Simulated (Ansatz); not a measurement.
**Molecular dynamics, step by step**

MgSiH3Cl (SMILES [SiH3][Mg][Cl]), singlet, PBE0-D4/def2-SVP (Ansatz 0.2.0). Settings (timestep in fs, temperature in K; T counts 12 degrees of freedom):

```yaml
hamiltonian: {xc: pbe0, dispersion: d4}
md: {n_steps: 30, timestep: 1.0, temperature: 1500, ensemble: nve, seed: 451, initial_velocities: maxwell_boltzmann}
```

Start (the SMILES describes the start alone):

| atom | x (Å) | y (Å) | z (Å) |
| --- | --- | --- | --- |
| Si1 | -0.7090 | 0.4136 | -0.3666 |
| Mg2 | 1.2446 | -0.7461 | 0.6233 |
| Cl3 | 2.9477 | -1.7156 | 1.5287 |
| H4 | -0.6767 | 0.4392 | -1.8411 |
| H5 | -1.9937 | -0.2135 | -0.0030 |
| H6 | -0.8130 | 1.8223 | 0.0587 |

| step | time (fs) | potential energy less the start (meV) | kinetic energy (meV) | T (K) |
| --- | --- | --- | --- | --- |
| 0 | 0.00 | 0.0 | 775.6 | 1500 |
| 2 | 2.00 | 342.7 | 450.6 | 871 |
| 4 | 4.00 | 410.1 | 382.2 | 739 |
| 6 | 6.00 | 165.7 | 617.2 | 1194 |
| 8 | 8.00 | 238.8 | 549.5 | 1063 |
| 10 | 10.00 | 436.2 | 354.4 | 685 |
| 12 | 12.00 | 541.9 | 255.5 | 494 |
| 14 | 14.00 | 247.1 | 541.2 | 1047 |
| 16 | 16.00 | 39.3 | 736.5 | 1425 |
| 18 | 18.00 | 440.1 | 356.2 | 689 |
| 20 | 20.00 | 429.2 | 362.3 | 701 |
| 22 | 22.00 | 132.9 | 648.8 | 1255 |
| 24 | 24.00 | 235.3 | 551.8 | 1067 |
| 26 | 26.00 | 513.5 | 279.6 | 541 |
| 28 | 28.00 | 580.3 | 217.1 | 420 |
| 30 | 30.00 | 248.6 | 538.1 | 1041 |

Step 6, positions (Å) and forces (eV/Å):

| atom | x | y | z | Fx | Fy | Fz |
| --- | --- | --- | --- | --- | --- | --- |
| Si1 | -0.697 | 0.430 | -0.365 | -0.243 | 1.405 | -0.828 |
| Mg2 | 1.216 | -0.800 | 0.615 | 0.008 | 0.113 | -0.128 |
| Cl3 | 2.954 | -1.693 | 1.532 | 0.562 | -0.347 | 0.310 |
| H4 | -0.731 | 0.491 | -1.939 | 0.040 | -0.004 | 1.136 |
| H5 | -1.929 | -0.330 | 0.046 | -0.130 | 0.329 | 0.011 |
| H6 | -0.692 | 1.955 | 0.168 | -0.237 | -1.495 | -0.501 |

Step 14, positions (Å) and forces (eV/Å):

```csv
atom,x,y,z,Fx,Fy,Fz
Si1,-0.682,0.465,-0.373,-1.468,-2.435,0.900
Mg2,1.178,-0.871,0.601,0.151,0.054,-0.110
Cl3,2.971,-1.668,1.540,0.358,-0.264,0.217
H4,-0.797,0.567,-1.805,-0.058,0.106,-1.108
H5,-2.003,-0.362,0.133,1.223,1.076,-0.513
H6,-0.649,1.762,0.208,-0.206,1.463,0.614
```

Step 20, positions (Å) and forces (eV/Å):

```json
{"atom": "Si1", "x": "-0.684", "y": "0.471", "z": "-0.373", "Fx": "2.212", "Fy": "2.959", "Fz": "-1.439"}
{"atom": "Mg2", "x": "1.152", "y": "-0.922", "z": "0.588", "Fx": "0.409", "Fy": "0.093", "Fz": "-0.019"}
{"atom": "Cl3", "x": "2.988", "y": "-1.653", "z": "1.549", "Fx": "0.096", "Fy": "-0.175", "Fz": "0.081"}
{"atom": "H4", "x": "-0.853", "y": "0.649", "z": "-1.933", "Fx": "0.229", "Fy": "-0.077", "Fz": "1.204"}
{"atom": "H5", "x": "-1.825", "y": "-0.094", "z": "0.093", "Fx": "-3.079", "Fy": "-1.438", "Fz": "1.042"}
{"atom": "H6", "x": "-0.699", "y": "1.926", "z": "0.353", "Fx": "0.133", "Fy": "-1.363", "Fz": "-0.869"}
```

Last step (30):

```
6
angstrom
Si -0.6829 0.5124 -0.3791
Mg 1.1213 -1.0060 0.5677
Cl 3.0175 -1.6303 1.5653
H -0.8481 0.7689 -1.8157
H -2.1591 -0.0133 0.1563
H -0.6806 1.8064 0.2740
```

The run took about 91 s on 2 CPU threads of an AMD EPYC (shared host).
